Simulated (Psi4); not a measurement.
# CH3ClSi (SMILES C[Si]Cl): levels of theory compared

Wanted: a comparison of 5 runs (HF/STO-3G, B3LYP/6-31G*, B3LYP/def2-SVP, SOGGA11/6-311G**, SVWN5/6-311G**) of CH3ClSi. 

Program for the calculation: Psi4 1.11.

### 1 Starting point

CH3ClSi has 6 atoms, charge 0, and is taken as a singlet. As SMILES, `C[Si]Cl`. The coordinates come from a PBE0-D4/def2-TZVP relaxation.

Bond lengths: C1–Si2 1.887 Å, Si2–Cl3 2.093 Å, C1–H4 1.096 Å, C1–H5 1.093 Å, C1–H6 1.096 Å. Angles: C1–Si2–Cl3 98.3°, Si2–C1–H4 110.2°, Si2–C1–H5 111.6°, Si2–C1–H6 110.2°, H4–C1–H5 109.0°, H4–C1–H6 106.7°, H5–C1–H6 109.0°.

### 2 Energy and gradient at HF/STO-3G (run 1)

File calc.py:

```python
import psi4

psi4.set_memory(1600000000)
psi4.set_num_threads(1)
psi4.set_output_file('output.dat', False)

mol = psi4.geometry("""
0 1
C
Si 1 1.887153
Cl 2 2.093091 1 98.25252
H 1 1.096009 2 110.16974 3 -58.83986
H 1 1.092776 4 109.02208 2 122.75802
H 1 1.095982 5 109.02846 4 -116.15598
symmetry c1
no_reorient
no_com
""")

psi4.set_options({
    'basis': 'STO-3G',
    'puream': True,
    'e_convergence': 1e-09,
    'd_convergence': 1e-08,
    'scf_type': 'pk',
})

result, w = psi4.gradient('scf', return_wfn=True)
psi4.oeprop(w, 'QUADRUPOLE', 'MULLIKEN_CHARGES', 'DIPOLE', title='SCF')
print('gradient / Eh bohr^-1')
print(result.np.round(6))
print(f'energy = {w.energy():.10f} Eh')
```

The run is started by

```
$ python calc.py
```

output.dat:

```text
[...]
  Running in c1 symmetry.
[...]
  Nuclear repulsion =  128.153237563416525
[...]
  Multiplicity = 1
[...]
  Nalpha       = 20
  Nbeta        = 20
[...]
    Number of basis functions: 26
[...]
   @RHF iter   1:  -779.34051418895888   -2.05731e+00   4.70261e-03 DIIS/ADIIS
[...]
   @RHF iter   9:  -779.36013218187372   -1.02318e-12   5.90442e-09 DIIS
[...]
  @RHF Final Energy:  -779.36013218187372
   => Energetics <=
    Nuclear Repulsion Energy =            128.1532375634165248
    One-Electron Energy =               -1337.1181018592360488
    Two-Electron Energy =                 429.6047321139457722
    Total Energy =                       -779.3601321818737233
[...]
  -Total Gradient:
     Atom            X                  Y                   Z
    ------   -----------------  -----------------  -----------------
       1       -0.000019925157     0.010773045111     0.003681812227
       2        0.000002796512    -0.019785210718    -0.001308380103
       3       -0.000001690206     0.013851566156     0.001919030836
       4        0.008217279075    -0.007259876775    -0.000937742458
       5       -0.000014517315     0.009705382565    -0.002422088103
       6       -0.008183942908    -0.007284906333    -0.000932632404
[...]
 Multipole Moments:
 ------------------------------------------------------------------------------------
     Multipole            Electronic (a.u.)      Nuclear  (a.u.)        Total (a.u.)
 ------------------------------------------------------------------------------------
 L = 1.  Multiply by 2.5417464519 to convert [e a0] to [Debye]
 Dipole X            :         -0.0003096            0.0003522            0.0000426
 Dipole Y            :         -2.4530316            3.6320150            1.1789834
 Dipole Z            :          5.8714662           -6.2002026           -0.3287364
 Magnitude           :                                                    1.2239564
 L = 2.  Multiply by 1.3450342976 to convert [e a0^2] to [Debye ang]
 Quadrupole XX       :        -25.3243279            5.5237247          -19.8006032
 Quadrupole XY       :         -0.0010246            0.0011094            0.0000848
[...]
  Mulliken Charges: (a.u.)
   Center  Symbol    Alpha    Beta     Spin     Total
       1     C     3.19973  3.19973  0.00000 -0.39946
       2    SI     6.65458  6.65458  0.00000  0.69085
       3    CL     8.72658  8.72658  0.00000 -0.45316
       4     H     0.47159  0.47159  0.00000  0.05682
       5     H     0.47595  0.47595  0.00000  0.04810
       6     H     0.47157  0.47157  0.00000  0.05685
   Total alpha = 20.00000, Total beta = 20.00000, Total charge =  0.00000
```

The script printed:

```text
gradient / Eh bohr^-1
[[-2.0000e-05  1.0773e-02  3.6820e-03]
 [ 3.0000e-06 -1.9785e-02 -1.3080e-03]
 [-2.0000e-06  1.3852e-02  1.9190e-03]
 [ 8.2170e-03 -7.2600e-03 -9.3800e-04]
 [-1.5000e-05  9.7050e-03 -2.4220e-03]
 [-8.1840e-03 -7.2850e-03 -9.3300e-04]]
energy = -779.3601321819 Eh
```

Wall time 2.5 s (1 thread of Intel Xeon Platinum 8375C at 2.90GHz (Ice Lake), shared host); peak memory 0.18 GiB.

### 3 Energy and gradient at B3LYP/6-31G(d) (spherical functions) (run 2)

File job.dat:

```
memory 1600 mb

molecule {
  C     -0.79538573     0.71091497    -0.33467050
  Si     0.43123550    -1.21339314     2.40581033
  Cl     3.51054422    -2.89865090     0.58298051
  H      0.66858510     2.01407010    -1.00420046
  H     -2.47308458     1.79505085     0.18916159
  H     -1.26252602    -0.52912331    -1.92638681
  units bohr
  symmetry c1
  no_reorient
  no_com
}

set {
  basis 6-31G*
  puream true
  e_convergence 1e-09
  d_convergence 1e-08
  scf_type pk
  dft_radial_points 99
  dft_spherical_points 590
}

energy_value, wavefunction = gradient("b3lyp", return_wfn=True)
oeprop(wavefunction, "LOWDIN_CHARGES", "MAYER_INDICES", "QUADRUPOLE")
print_variables()
```

The run is started by

```
$ psi4 -i job.dat -o job.out -n 1
```

job.out:

```text
[...]
  Running in c1 symmetry.
[...]
  Nuclear repulsion =  128.153233365116364
[...]
  Multiplicity = 1
[...]
  Nalpha       = 20
  Nbeta        = 20
[...]
    Number of basis functions: 56
[...]
   @RKS iter   1:  -789.38674461993003   -2.19928e-01   1.14585e-02 ADIIS/DIIS
[...]
   @RKS iter  11:  -789.60578503698821   -4.54747e-13   3.11426e-09 DIIS
[...]
  @RKS Final Energy:  -789.60578503698821
   => Energetics <=
    Nuclear Repulsion Energy =            128.1532333651163640
    One-Electron Energy =               -1344.7805051072264177
    Two-Electron Energy =                 471.9482604303321409
    DFT Exchange-Correlation Energy =     -44.9267737252104453
    Empirical Dispersion Energy =           0.0000000000000000
    VV10 Nonlocal Energy =                  0.0000000000000000
    Total Energy =                       -789.6057850369883226
[...]
  -Total Gradient:
     Atom            X                  Y                   Z
    ------   -----------------  -----------------  -----------------
       1        0.000833311829    -0.001536212050     0.002531230824
       2        0.005188134852    -0.000131161755    -0.010565339520
       3       -0.008318936601     0.004799810042     0.004232995605
       4       -0.000633431881    -0.002041601172     0.001420166393
       5        0.001773996173    -0.001392803170     0.000102865461
       6        0.001151785822     0.000306274867     0.002276981648
[...]
 Multipole Moments:
 ------------------------------------------------------------------------------------
     Multipole            Electronic (a.u.)      Nuclear  (a.u.)        Total (a.u.)
 ------------------------------------------------------------------------------------
 L = 1.  Multiply by 2.5417464519 to convert [e a0] to [Debye]
 Dipole X            :        -58.4665279           57.8772089           -0.5893190
 Dipole Y            :         59.2398662          -58.7190818            0.5207844
 Dipole Z            :        -39.0420630           38.8425646           -0.1994984
 Magnitude           :                                                    0.8113648
 L = 2.  Multiply by 1.3450342976 to convert [e a0^2] to [Debye ang]
 Quadrupole XX       :       -250.0662381          224.0631051          -26.0031329
 Quadrupole XY       :        188.6704139         -186.1323446            2.5380693
[...]
```

Run time: 15 s. Hardware: 1 thread of Intel Xeon Platinum 8375C at 2.90GHz (Ice Lake), shared host; peak memory 0.7 GiB.

Runs 3 to 4 aren't shown in full; the table further down has their settings and results.

### 4 Energy and gradient at SVWN5/6-311G(d,p) (run 5)

File ch3clsi.dat:

```
memory 1600 mb

molecule geom {
  0 1
  C     -0.420900     0.376200    -0.177100
  Si     0.228200    -0.642100     1.273100
  Cl     1.857700    -1.533900     0.308500
  H      0.353800     1.065800    -0.531400
  H     -1.308700     0.949900     0.100100
  H     -0.668100    -0.280000    -1.019400
  units angstrom
  symmetry c1
  no_reorient
  no_com
}

set {
  basis                6-311G**
  puream               true
  e_convergence        1e-09
  d_convergence        1e-08
  scf_type             pk
  dft_radial_points    99
  dft_spherical_points 590
}

gradient('scf', dft_functional={"name": "SVWN5", "x_functionals": {"LDA_X": {}}, "c_functionals": {"LDA_C_VWN": {}}})
```

The run is started by

```
$ psi4 ch3clsi.dat ch3clsi.out -n 1
```

ch3clsi.out:

```text
[...]
  Running in c1 symmetry.
[...]
  Nuclear repulsion =  128.153233316674061
[...]
  Multiplicity = 1
[...]
  Nalpha       = 20
  Nbeta        = 20
[...]
    Number of basis functions: 88
[...]
   @RKS iter   1:  -786.19450375216570    3.43025e-02   1.09390e-02 ADIIS/DIIS
[...]
   @RKS iter  12:  -786.62702332271726   -3.63798e-12   7.38542e-09 DIIS
[...]
    Orbital Energies [Eh]
    ---------------------
    Doubly Occupied:
       1A   -100.348006     2A    -65.159067     3A     -9.773540
       4A     -9.148271     5A     -7.006315     6A     -7.002744
       7A     -6.999589     8A     -5.058447     9A     -3.503560
      10A     -3.498908    11A     -3.491907    12A     -0.758853
      13A     -0.645385    14A     -0.446762    15A     -0.384842
      16A     -0.382131    17A     -0.334849    18A     -0.310676
      19A     -0.296276    20A     -0.212374
[...]
  @RKS Final Energy:  -786.62702332271726
   => Energetics <=
    Nuclear Repulsion Energy =            128.1532333166740614
    One-Electron Energy =               -1344.3458365521410087
    Two-Electron Energy =                 482.1147583855228049
    DFT Exchange-Correlation Energy =     -52.5491784727730717
    Empirical Dispersion Energy =           0.0000000000000000
    VV10 Nonlocal Energy =                  0.0000000000000000
    Total Energy =                       -786.6270233227172639
[...]
 Multipole Moments:
 ------------------------------------------------------------------------------------
     Multipole            Electronic (a.u.)      Nuclear  (a.u.)        Total (a.u.)
 ------------------------------------------------------------------------------------
 L = 1.  Multiply by 2.5417464519 to convert [e a0] to [Debye]
 Dipole X            :        -58.4815004           57.8772090           -0.6042914
 Dipole Y            :         59.2437571          -58.7190820            0.5246751
 Dipole Z            :        -39.0212506           38.8425646           -0.1786860
 Magnitude           :                                                    0.8199883
[...]
  -Total Gradient:
     Atom            X                  Y                   Z
    ------   -----------------  -----------------  -----------------
       1       -0.003080489815     0.004872792445    -0.006941358232
       2        0.004132855525    -0.002410781208    -0.002039783071
       3       -0.002621021607     0.001064911531     0.002566279683
       4       -0.004529990016    -0.003890557371     0.002695604266
       5        0.004973554914    -0.003177387936    -0.001681473723
       6        0.001117467399     0.003547061759     0.005400075413
[...]
```

Run time: 13 s. Hardware: 1 thread of Intel Xeon Platinum 8375C at 2.90GHz (Ice Lake), shared host; peak memory 0.5 GiB.

### 5 All runs side by side

| run | level | integration grid | task | energy (Eh) | dipole moment (D) | HOMO energy (eV) | LUMO energy (eV) | wall time |
| --- | --- | --- | --- | --- | --- | --- | --- | --- |
| 1 | HF/STO-3G | – | gradient | -779.360132 | 3.11 | -7.06 | 4.98 | 2.5 s |
| 2 | B3LYP/6-31G* (spherical functions) | 99 radial × 590 angular | gradient | -789.605785 | 2.06 | -6.43 | -2.67 | 15 s |
| 3 | B3LYP/def2-SVP | 99 radial × 590 angular | gradient | -789.378810 | 1.61 | -6.37 | -2.56 | 15 s |
| 4 | SOGGA11/6-311G** | 75 radial × 302 angular | polarizability | -789.625717 | 2.27 | -5.76 | -3.49 | 24 s |
| 5 | SVWN5/6-311G** | 99 radial × 590 angular | gradient | -786.627023 | 2.08 | -5.78 | -3.61 | 13 s |

### 6 What came out

```
                       quantity          value
            run 5: total energy  -786.62702 Eh
           run 5: dipole moment         2.08 D
             run 5: HOMO energy       -5.78 eV
             run 5: LUMO energy       -3.61 eV
           run 5: HOMO–LUMO gap        2.17 eV
run 5: largest force on an atom     0.464 eV/Å
```

**Reading.** The dipole moment (its size) runs from 1.61 D (B3LYP/def2-SVP) to 3.11 D (HF/STO-3G). The two ends differ in method and basis. The HOMO–LUMO gap runs from 2.17 eV (SVWN5/6-311G**) to 12.03 eV (HF/STO-3G). Totals of different functionals can't be ranked against each other. In run 1 the basis is minimal, so the values are rough. All runs together took 68 s, the longest 24 s.
